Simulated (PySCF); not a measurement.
**Computed spin Hamiltonian**

Compound: silicon diatomic, Si2 (triplet state).
Cartesian coordinates in Å at the PBE0-D3(BJ)/def2-SVP level; atoms count from 1:
```
atom  x, y, z in Å
Si1    1.0793   -0.0063   -0.0050
Si2   -1.0738    0.0089   -0.0233
```

As a line formula: `[Si][Si]` (silicon diatomic) [triplet].

Theory: PySCF, UKS B3LYP, IGLO-III on Si, non-relativistic, mean-field spin-orbit, GIAO. Geometry: PBE0-D3(BJ)/def2-SVP; no solvent, vibrations or thermal averaging.

| Item | Value |
| --- | --- |
| g1, g2, g3 | 2.00099, 2.00099, 2.00224 |
| g_iso | 2.00141 |
| Form of g | axial |
| ⟨S²⟩ | 2.0048 (exact 2.0000) |
| D, E | 2.478, 0.000 cm⁻¹ |
| α and β electrons | 15, 13 |
| HOMO–LUMO gap, α and β orbitals | 3.77, 1.59 eV |
| Total energy | -578.89903 Eh |

Isotropic coupling and dipolar principal values T1 to T3, in MHz; ρ(0) is the spin density at the nucleus:

```
atom  isotope  a_iso  of which spin–orbit     T1     T2    T3  Mulliken spin population  ρ(0) (bohr⁻³)
 Si1     29Si   -6.0                  1.1  -24.9  -24.9  49.8                      1.00         0.0159
 Si2     29Si   -6.0                  1.1  -24.9  -24.9  49.8                      1.00         0.0159
```

The largest Mulliken spin populations are on Si2 (+1.00) and Si1 (+1.00).

Axes: g3 lies along the molecular axis.

The 29Si coupling of Si1/Si2 (mean -6.0 MHz) shows only in satellite lines or after enrichment, since that isotope makes up about 4.7 % of natural silicon.

The run took 13 s wall on an x86-64 server with one thread, shared host.
